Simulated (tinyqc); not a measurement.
A ladder of methods, and size consistency: correlation methods against full CI in the sto-6g basis, for LiH, spin multiplicity 1. Computed by the program tinyqc with PySCF. All electrons correlated; +Q is the Davidson correction (1 - c0^2) E_corr. The last columns treat two copies 100 angstrom apart as one system. FCI is the lowest singlet.

Geometry (angstrom):
```
atom,x,y,z
Li,0.0000,0.0000,0.0000
H,0.0000,0.0000,1.3630
```

RHF energy of one = -7.948500 hartree

Correlation energies (hartree):
```
method,E_corr of one,share of FCI (%),E_corr of two at 100 angstrom,two minus twice one (mhartree)
MP2,-0.011546,65.5299,-0.023093,0.0000
CISD,-0.017610,99.9422,-0.034572,0.6474
CISD+Q,-0.017951,101.8775,-0.035804,0.0978
CCSD,-0.017612,99.9564,-0.035224,-3.49e-05
CCSD(T),-0.017618,99.9921,-0.035237,-3.49e-05
FCI,-0.017620,100.0000,-,-
```

What does the comparison show, and why?

MP2 recovers 66 %, CISD 99.9 % and CCSD 100.0 % of the FCI value (c0^2 = 0.981 in CISD). MP2 and coupled cluster are size consistent, so their last column vanishes; CISD loses 0.65 mhartree, since a double excitation on each copy is a quadruple of the pair, and the Davidson correction leaves +0.10.
